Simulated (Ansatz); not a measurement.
# C₃H₆O₂: a ladder of functionals and wavefunction methods

Aim: compute C₃H₆O₂ with functionals from several rungs and with coupled cluster. The yardstick is the atomisation energy at the CCSD(T) limit.

Method: functionals in def2-TZVPP, the program's frozen cores in correlated methods; program: Ansatz 0.2.0, Gaussian basis.

Levels to be run: PBE-D4, r2SCAN-D4, PBE0-D4, B3LYP-D4, ωB97X-V, ωB97M-V, B2PLYP; CCSD(T)/def2-TZVPP; MP2/def2-QZVPP; extrapolation to the limit.

## 1. The geometry

The geometry comes from an earlier relaxation with PBE0-D4 in a triple-zeta def2 set; it is a stationary point, not always the lowest conformer.

SMILES `COCC=O`, 11 atoms, charge 0, spin multiplicity 1.

Atoms are counted from 1 here; the program's logs count them from 0.

Bond lengths: C1–O2 1.402 Å, C1–H6 1.090 Å, C1–H7 1.098 Å, C1–H8 1.098 Å, O2–C3 1.395 Å, C3–C4 1.506 Å, C3–H9 1.102 Å, C3–H10 1.102 Å, C4–O5 1.198 Å, C4–H11 1.111 Å. Angles: O2–C1–H6 107.5°, O2–C1–H7 111.4°, O2–C1–H8 111.4°, H6–C1–H7 109.0°, H6–C1–H8 109.0°, H7–C1–H8 108.4°, C1–O2–C3 112.7°, O2–C3–C4 108.8°, O2–C3–H9 112.0°, O2–C3–H10 112.1°, C4–C3–H9 108.4°, C4–C3–H10 108.4°, H9–C3–H10 107.0°, C3–C4–O5 123.3°, C3–C4–H11 114.4°, O5–C4–H11 122.3°.

Coordinates:

```xyz
11
C3H6O2
C    -1.5733   -0.7211    0.0747
O    -0.1757   -0.7600   -0.0319
C     0.4019    0.5092   -0.0013
C     1.8962    0.3653   -0.1203
O     2.6492    1.2970   -0.1239
H    -1.9327   -1.7493    0.0417
H    -2.0233   -0.1578   -0.7539
H    -1.8908   -0.2611    1.0203
H     0.1771    1.0433    0.9358
H     0.0465    1.1454   -0.8277
H     2.2500   -0.6840   -0.2054
```

## 2. PBE-D4 (GGA)

in.yaml

```yaml
crystal:
  periodic: [false, false, false]
  atoms:
    - {symbol: C, position_ang: [-1.573319, -0.721115, 0.074737]}
    - {symbol: O, position_ang: [-0.175707, -0.759968, -0.031865]}
    - {symbol: C, position_ang: [0.401852, 0.509245, -0.001330]}
    - {symbol: C, position_ang: [1.896244, 0.365256, -0.120332]}
    - {symbol: O, position_ang: [2.649249, 1.297036, -0.123876]}
    - {symbol: H, position_ang: [-1.932687, -1.749274, 0.041662]}
    - {symbol: H, position_ang: [-2.023258, -0.157755, -0.753934]}
    - {symbol: H, position_ang: [-1.890755, -0.261115, 1.020318]}
    - {symbol: H, position_ang: [0.177149, 1.043329, 0.935769]}
    - {symbol: H, position_ang: [0.046487, 1.145409, -0.827653]}
    - {symbol: H, position_ang: [2.250044, -0.684048, -0.205395]}
basis:
  gaussian: {orbitals: def2-TZVPP}
hamiltonian: {xc: pbe, dispersion: d4}
output: {forces: true, orbitals: {seedname: orbitals}}
```

The run is started by

```bash
$ ansatz run in.yaml --threads 4 --pin off --events-out ev --progress --plain --max-ram 10444MiB
```

The runs that follow: r2SCAN-D4 (meta-GGA); PBE0-D4 (hybrid); B3LYP-D4 (hybrid); ωB97X-V (range-separated); ωB97M-V (range-separated); B2PLYP (double hybrid); CCSD(T) in def2-TZVPP; MP2 in def2-QZVPP.

Before running them: what should the planned runs give, taken together? Wanted: atomisation energy, CCSD(T)/CBS; farthest; mean size of error, hybrid; mean size of error, range-separated; gap, smallest and largest; T1 diagnostic; triples share of the correlation energy.

**Answer**, as computed:

```
                               quantity                                           value
        atomisation energy, CCSD(T)/CBS                                   4420.3 kJ/mol
 functionals within 22.1 kJ/mol (0.5 %)  r2SCAN-D4, PBE0-D4, B3LYP-D4, ωB97X-V, ωB97M-V
                               farthest                          PBE-D4 (+137.0 kJ/mol)
             mean size of error, hybrid                                     11.9 kJ/mol
    mean size of error, range-separated                                     12.6 kJ/mol
              gap, smallest and largest            3.89 eV (PBE-D4), 11.61 eV (ωB97X-V)
                          T1 diagnostic                                          0.0132
triples share of the correlation energy                                           3.8 %
```

**Reading.** PBE-D4 is off by +137.0 kJ/mol. Double hybrids carry the basis error of their MP2 part in triple zeta, and no dispersion term here, so their miss is partly the set-up's. The reference freezes the cores and leaves out relativity and excitations past (T), so misses under about 22.1 kJ/mol can't be ranked. Hartree-Fock recovers 71 % of the binding; the rest is correlation. The gap grows from 3.9 to 11.6 eV across the functionals, mostly with the share of exact exchange.
